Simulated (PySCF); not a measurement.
PySCF input (CCSD(T)/cc-pVDZ):

```python
from pyscf import gto, scf, mp, cc as ccmod

mol = gto.M(
    atom='''
    C     0.01909113    0.15267994   -1.32752912
    Cl   -0.01118660    0.00667210    0.64763898
    H     0.90111306   -0.49482969   -1.50763755
    H    -0.82548774   -0.53467571   -1.53705043
    ''',
    basis='cc-pvdz',
    charge=-1,
    spin=0,
    verbose=4,
)

mf = scf.RHF(mol)
mf.conv_tol = 1e-10
mf.max_cycle = 100
mf.kernel()
mp2 = mp.MP2(mf, frozen=6).run()
cc = ccmod.CCSD(mf, frozen=6)
cc.max_cycle = 100
cc.kernel()
et = cc.ccsd_t()
print(f'E(CCSD(T)) = {cc.e_tot + et:.9f}')
```

Output:

```
PySCF version 2.14.0

[INPUT] verbose = 4
[INPUT] num. atoms = 4
[INPUT] num. electrons = 26
[INPUT] charge = -1
[INPUT] spin (= nelec alpha-beta = 2S) = 0
[INPUT] symmetry False subgroup None
[INPUT] Mole.unit = angstrom
[INPUT] Symbol           X                Y                Z      unit          X                Y                Z       unit  Magmom
[INPUT]  1 C      0.019091130000   0.152679940000  -1.327529120000 AA    0.036077007108   0.288523271315  -2.508666459185 Bohr   0.0
[INPUT]  2 Cl    -0.011186600000   0.006672100000   0.647638980000 AA   -0.021139610265   0.012608441676   1.223860299793 Bohr   0.0
[INPUT]  3 H      0.901113060000  -0.494829690000  -1.507637550000 AA    1.702856890669  -0.935092592403  -2.849022064610 Bohr   0.0
[INPUT]  4 H     -0.825487740000  -0.534675710000  -1.537050430000 AA   -1.559945747786  -1.010390657357  -2.904604352345 Bohr   0.0

nuclear repulsion = 40.7995561950447
number of shells = 16
number of NR pGTOs = 81
number of NR cGTOs = 42
basis = cc-pvdz
ecp = {}

******** <class 'pyscf.scf.hf.RHF'> ********
method = RHF
initial guess = minao
damping factor = 0
level_shift factor = 0
DIIS = <class 'pyscf.scf.diis.CDIIS'>
diis_start_cycle = 1
diis_space = 8
diis_damp = 0
SCF conv_tol = 1e-10
SCF conv_tol_grad = None
SCF max_cycles = 100
direct_scf = True
direct_scf_tol = 1e-13
Set gradient conv threshold to 1e-05
Initial guess from minao.
init E= -498.193384955916
  HOMO = -0.185148036455373  LUMO = 0.0464015835627585  gap/eV = 6.30079
cycle= 1 E= -498.434507720556  delta_E= -0.241  |g|= 0.251  |ddm|= 1.65
  HOMO = -0.0571846757964551  LUMO = 0.389427823197416  gap/eV = 12.15295
cycle= 2 E= -498.453706796537  delta_E= -0.0192  |g|= 0.082  |ddm|= 0.385
  HOMO = -0.0721775451598079  LUMO = 0.389156828155872  gap/eV = 12.55355
cycle= 3 E= -498.455910743333  delta_E= -0.0022  |g|= 0.0212  |ddm|= 0.109
  HOMO = -0.0768240518267418  LUMO = 0.389163227933615  gap/eV = 12.68016
cycle= 4 E= -498.456335468503  delta_E= -0.000425  |g|= 0.00904  |ddm|= 0.0775
  HOMO = -0.0751416034583485  LUMO = 0.389967799885098  gap/eV = 12.65627
cycle= 5 E= -498.456432444675  delta_E= -9.7e-05  |g|= 0.00431  |ddm|= 0.0383
  HOMO = -0.0760648909339001  LUMO = 0.389542744710588  gap/eV = 12.66983
cycle= 6 E= -498.456465768089  delta_E= -3.33e-05  |g|= 0.00175  |ddm|= 0.0288
  HOMO = -0.0759804403314788  LUMO = 0.389627650584312  gap/eV = 12.66984
cycle= 7 E= -498.456471220259  delta_E= -5.45e-06  |g|= 0.000552  |ddm|= 0.0118
  HOMO = -0.0760266532867675  LUMO = 0.389585255329919  gap/eV = 12.66995
cycle= 8 E= -498.45647165348  delta_E= -4.33e-07  |g|= 0.000176  |ddm|= 0.00233
  HOMO = -0.0760252747038601  LUMO = 0.389589550428441  gap/eV = 12.67002
cycle= 9 E= -498.456471703291  delta_E= -4.98e-08  |g|= 3.53e-05  |ddm|= 0.0012
  HOMO = -0.0760247110764398  LUMO = 0.389591953047624  gap/eV = 12.67007
cycle= 10 E= -498.456471704855  delta_E= -1.56e-09  |g|= 6.42e-06  |ddm|= 0.000214
  HOMO = -0.0760242162096971  LUMO = 0.389592305260813  gap/eV = 12.67007
cycle= 11 E= -498.45647170489  delta_E= -3.57e-11  |g|= 1.73e-06  |ddm|= 2.36e-05
  HOMO = -0.0760242070456947  LUMO = 0.389592259373723  gap/eV = 12.67007
Extra cycle  E= -498.456471704892  delta_E= -1.71e-12  |g|= 7.07e-07  |ddm|= 3.26e-06
converged SCF energy = -498.456471704892

******** <class 'pyscf.mp.mp2.RMP2'> ********
nocc = 7, nmo = 36
frozen orbitals 6
E(RMP2) = -498.735676694747  E_corr = -0.279204989854927
E(SCS-RMP2) = -498.732981349675  E_corr = -0.276509644782551
E_corr(same-spin) = -0.0675419342808014
E_corr(oppo-spin) = -0.211663055574126

******** <class 'pyscf.cc.ccsd.CCSD'> ********
CC2 = 0
CCSD nocc = 7, nmo = 36
frozen orbitals 6
max_cycle = 100
direct = 0
conv_tol = 1e-07
conv_tol_normt = 1e-05
diis_space = 6
diis_start_cycle = 0
diis_start_energy_diff = 1e+09
Init t2, MP2 energy = -498.735676695393  E_corr(MP2) -0.279204990500595
Init E_corr(CCSD) = -0.279204990500903
cycle = 1  E_corr(CCSD) = -0.299822869705119  dE = -0.0206178792  norm(t1,t2) = 0.0441283
cycle = 2  E_corr(CCSD) = -0.306330239863176  dE = -0.00650737016  norm(t1,t2) = 0.0149479
cycle = 3  E_corr(CCSD) = -0.308149052756635  dE = -0.00181881289  norm(t1,t2) = 0.00732816
cycle = 4  E_corr(CCSD) = -0.309016123390843  dE = -0.000867070634  norm(t1,t2) = 0.00263633
cycle = 5  E_corr(CCSD) = -0.308876286594053  dE = 0.000139836797  norm(t1,t2) = 0.000849769
cycle = 6  E_corr(CCSD) = -0.30887304090123  dE = 3.24569282e-06  norm(t1,t2) = 0.000222343
cycle = 7  E_corr(CCSD) = -0.3088791374967  dE = -6.09659547e-06  norm(t1,t2) = 9.9322e-05
cycle = 8  E_corr(CCSD) = -0.308879550446167  dE = -4.12949467e-07  norm(t1,t2) = 4.40499e-05
cycle = 9  E_corr(CCSD) = -0.30887932343999  dE = 2.27006177e-07  norm(t1,t2) = 2.10658e-05
cycle = 10  E_corr(CCSD) = -0.308878915087456  dE = 4.08352534e-07  norm(t1,t2) = 7.42295e-06
cycle = 11  E_corr(CCSD) = -0.308878859088979  dE = 5.59984771e-08  norm(t1,t2) = 3.84033e-06
CCSD converged
E(CCSD) = -498.7653505639809  E_corr = -0.3088788590889789
CCSD(T) correction = -0.00747902185299379
E(CCSD(T)) = -498.772829586
```

It need not be the lowest isomer of its formula. Whether it binds its extra electron was not tested at this geometry.
